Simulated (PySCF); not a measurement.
How the method changes the constants of OH

State: ²Π (doublet), unpaired electrons π ↑. Set-up: basis H x2c-TZVPPall, O x2c-TZVPPall; spin-free X2C with a Gaussian nucleus; PySCF 2.14. De refers to H + O in their high-spin ground configurations, without counterpoise correction. The functionals are run spin-unrestricted. A positive dipole means H(−)O(+).

```csv
Level,Re (Å),ωe (cm⁻¹),De (eV),μ (D),"CPU s a point (SCF and correlation, without the integrals)"
UHF,0.951,4041,2.95,-1.78,0.095
UHF-MP2,0.967,3816,4.49,n/a,0.14
UHF-SCS-MP2,0.968,3803,4.53,n/a,n/a
UHF-CCSD,0.968,3775,4.42,n/a,n/a
UHF-CCSD(T),0.971,3741,4.48,n/a,1.8
PBE,0.983,3600,4.73,-1.66,0.36
revPBE,0.984,3594,4.60,-1.64,0.25
BLYP,0.985,3557,4.72,-1.66,0.25
r²SCAN,0.973,3714,4.68,-1.69,0.6
M06-L,0.969,3755,4.49,-1.65,0.6
PBE0,0.971,3766,4.55,-1.70,0.55
M06-2X,0.971,3776,4.61,-1.73,0.65
ωB97X,0.970,3788,4.58,-1.72,0.42
```

Which functional lies closest to UHF-CCSD(T) in De, which farthest, and by how much do they differ from it?

Closest is M06-L (-0.2 pm in Re, +0.4 % in ωe, +0.01 eV in De against UHF-CCSD(T) in the same basis), farthest PBE (+1.2 pm in Re, -3.8 % in ωe, +0.25 eV in De). CCSD(T) converges more slowly with the basis than the functionals do and binds too weakly in this one, so the order can change at the basis-set limit.

What does a quarter of exact exchange do here, going from PBE to PBE0?

PBE0 less PBE: -1.2 pm in Re, +4.6 % in ωe, -0.18 eV in De. Exact exchange removes part of the self-interaction that spreads semilocal densities, and in most molecules shortens and stiffens the bond and lowers De; so it does here.

What does the step from GGA to meta-GGA do here, going from PBE to r²SCAN?

r²SCAN less PBE: -1.0 pm in Re, +3.2 % in ωe, -0.05 eV in De. 

Correlated steps freeze 1 core orbital. The state was picked by a PBE0 search and need not be the measured ground state.

The whole job (state search and all levels along the bond) took about 1.1 min on 1 thread of Arm Neoverse V1 (shared host), peak memory 0.54 GiB.
